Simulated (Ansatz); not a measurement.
Ansatz (a quantum-chemistry and plane-wave program) input (PBE0/6-31G*):

Ansatz 0.2 input:
```yaml
crystal:
  periodic: [false, false, false]
  atoms:
    - {symbol: C, position_ang: [-0.05597168, 1.17374823, -0.34374154]}
    - {symbol: O, position_ang: [-0.24944197, 0.11586462, 0.47547716]}
    - {symbol: C, position_ang: [0.18257024, -1.13520039, -0.03911133]}
    - {symbol: H, position_ang: [0.70352290, 1.10180967, -1.11412819]}
    - {symbol: H, position_ang: [-0.33963666, 2.12104925, 0.08788748]}
    - {symbol: H, position_ang: [0.00612759, -1.87648924, 0.73690867]}
    - {symbol: H, position_ang: [-0.38403480, -1.39909118, -0.93654013]}
    - {symbol: H, position_ang: [1.24996536, -1.10548243, -0.28082782]}
basis:
  gaussian:
    orbitals: 6-31G*
hamiltonian:
  xc: {name: PBE0}
magnetization: {spin_polarized: true, initial_magnetization: 1}
```

End of the output:

```
integrals: 0.01 GiB planned
575 factors; integrals over basis functions are off by at most 7.3e-4 eV
mean field: 0.19 GiB planned
mean field evaluation 1: about -4192.8418 eV, gradient 2.3e1 eV
mean field evaluation 2: about -4193.0586 eV, gradient 2.2e1 eV
mean field evaluation 4: about -4195.1528 eV, gradient 1.0e0 eV
mean field evaluation 8: about -4195.3938 eV, gradient 9.0e-2 eV
mean field evaluation 16: about -4195.3939 eV, gradient 1.2e-4 eV
mean field -4195.39393680 eV, -154.1778834372 hartree, gradient 2.8e-5 eV, S^2 0.753567; 0 other end points of the search recorded, 0 dependent functions left out
reference -4195.39395000 eV, -154.1778839225 hartree; 13, 12 occupied and 42, 43 virtual orbitals, 575 factors
Total energy: -4195.39395000 eV, -154.1778839225 hartree
```

It need not be the lowest isomer of its formula.
